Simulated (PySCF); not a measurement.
**Working out the ionisation energy of F**

F [He] 2s2 2p5 (2P) → F⁺ [He] 2s2 2p4 (3P). All numbers are calculated (PySCF 2.14, the spin-free X2C one-electron Hamiltonian (Gaussian nucleus), in x2c-QZVPPall (7s4p3d2f1g, 57 functions)). Frozen: nothing. Energies in hartree (1 hartree = 27.21139 eV):

```json
{"part": "UHF", "F (lower)": "-99.503092", "F⁺ (upper)": "-98.928456"}
{"part": "CCSD correlation", "F (lower)": "-0.256252", "F⁺ (upper)": "-0.197180"}
{"part": "(T)", "F (lower)": "-0.004791", "F⁺ (upper)": "-0.002619"}
```

Q: What does Hartree-Fock give?

A: (-98.928456) − (-99.503092) = 0.574636 hartree = 15.637 eV.

Q: What do CCSD and CCSD(T) give?

A: The CCSD correlation energies differ by 0.059072 hartree = 1.607 eV and the triples by 0.002172 hartree = 0.059 eV, so CCSD gives 17.244 eV and CCSD(T) 17.303 eV.

Measured between the centres of the two terms (NIST): 17.427 eV, so CCSD(T) (valence and next inner shell) is off by -0.124 eV.

What remains against the reference includes basis incompleteness and higher excitations.
